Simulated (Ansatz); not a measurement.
**C2: small, medium and large basis sets**

The task here is to estimate one member of a computed series from the others.

Computed with Ansatz 0.2.0, Gaussian basis. Level: one geometry, several basis sets.

Levels to be run: PBE0-D4/def2-SVP; ωB97M-V/def2-SVP; PBE0-D4/def2-QZVPP; ωB97M-V/def2-QZVPP; CCSD(T)/cc-pV(D+d)Z; CCSD(T)/cc-pV(T+d)Z; CCSD(T)/cc-pV(Q+d)Z; the functionals' def2-TZVPP values are taken from earlier runs.

1 further run of the same task is left out (it didn't finish).

## The relaxed structure

An earlier PBE0-D4 in a triple-zeta def2 set relaxation fixed the geometry.

SMILES `[C]#[C]`, 2 atoms, charge 0, spin multiplicity 1.

Atoms are counted from 1 here; the program's logs count them from 0.

Bond lengths: C1–C2 1.246 Å.

The first run:

Input file in.yaml:

```yaml
crystal:
  periodic: [false, false, false]
  atoms:
    - {symbol: C, position_ang: [-0.000000, -0.000000, -0.042734]}
    - {symbol: C, position_ang: [0.000000, 0.000000, 1.203494]}
basis:
  gaussian: {orbitals: def2-SVP}
hamiltonian: {xc: pbe0, dispersion: d4}
output: {orbitals: {seedname: orbitals}}
```

Started as:

```bash
$ ansatz run in.yaml --threads 2 --pin off --events-out ev --progress --plain --max-ram 32768MiB --backend cpu
```

Steps of the session up to this table: PBE0-D4 in def2-SVP; ωB97M-V in def2-SVP; PBE0-D4 in def2-QZVPP; ωB97M-V in def2-QZVPP.

One table of the session follows, with a row left open; its other results are not shown here.

It belongs to the step «Density functionals: the series». 

```
functional       basis  HOMO (eV)  LUMO (eV)
   PBE0-D4    def2-SVP          ?          ?
   PBE0-D4  def2-TZVPP      -9.31      -7.02
   PBE0-D4  def2-QZVPP      -9.31      -7.02
   ωB97M-V    def2-SVP     -11.56      -4.61
   ωB97M-V  def2-TZVPP     -11.62      -4.71
   ωB97M-V  def2-QZVPP     -11.63      -4.71
```

**Question.** Estimate the row for PBE0-D4, def2-SVP.

As computed: HOMO (eV): -9.29; LUMO (eV): -6.98. In the column «HOMO (eV)» it is the highest.
